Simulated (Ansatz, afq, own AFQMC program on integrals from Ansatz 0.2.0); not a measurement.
## Where AFQMC and coupled cluster stand for BNH⁺, quintet

```xyz
3

B     0.0000    0.0798    0.8638
N     0.0000   -0.1176   -0.5879
H     0.0000    0.7790   -1.0947
```

Connectivity, by distances: B–NH.

Basis cc-pVDZ. Only valence electrons are correlated. Ansatz 0.2.0 and our own AFQMC program on the same integrals; the CISD trial comes from CCSD amplitudes, and released means the phaseless constraint is let go. Free AFQMC starts from the CCSD state and is never constrained. Its projection time is finite, and what remains of the start isn't in its error. ± is one standard error of the sampling.

Determinant: UHF, the one that the program's search chose, which needn't be the lowest solution. The geometry is a PBE0/def2-TZVP stationary point of this or a neighbouring charge and spin state.

No full CI on the walks' own integrals is used here; CCSDT(Q) serves as the reference and is uncertain by about the last step of the cluster series.

Cautions: another spin lies lower (by 4.78 eV); the released energies are still falling, so no released level is given (meV from the phaseless value at times in 1/Eh: -7 ± 4 at 0.24, -9 ± 3 at 0.50, -11 ± 4 at 1.00, -19 ± 5 at 1.50), though the last usable value meets CCSDT(Q) within the noise.

```
T1 diagnostic                               : 0.0119
weight of the determinant in the CISD state : 0.946
⟨S²⟩ of the determinant                     : 6.008
size of the correlated space                : 8 electrons in 31 orbitals
```

```tsv
level	correlation energy (eV)
MP2	-3.1372
CCSD	-3.7614
CCSD(T)	-3.8289
```

(1) Estimate where free-projection AFQMC lies against CCSD(T) on the same integrals.

(1) 2.7 ± 0.9 kJ/mol below CCSD(T).

Reference: CCSDT(Q), correlation energy -3.847 eV.

| level | E − E(reference) (kJ/mol) | share of correlation (%) |
| --- | --- | --- |
| CCSD(T) | 1.7 | 99.54 |
| CCSDT | 0.3 | 99.92 |
| ph-AFQMC/HF | -2.1 ± 2.7 | 100.56 |
| ph-AFQMC/CISD | 1.3 ± 0.4 | 99.65 |
| free AFQMC | -0.9 ± 0.9 | 100.26 |

Free projections are given only where their last times agree within the noise and don't stop above the reference; a slow remainder of the start can still hide under it. A walk keeps the symmetry of its determinant, which the program's search chose and which needn't be the lowest solution, so a lower state of the same spin and another symmetry isn't excluded.
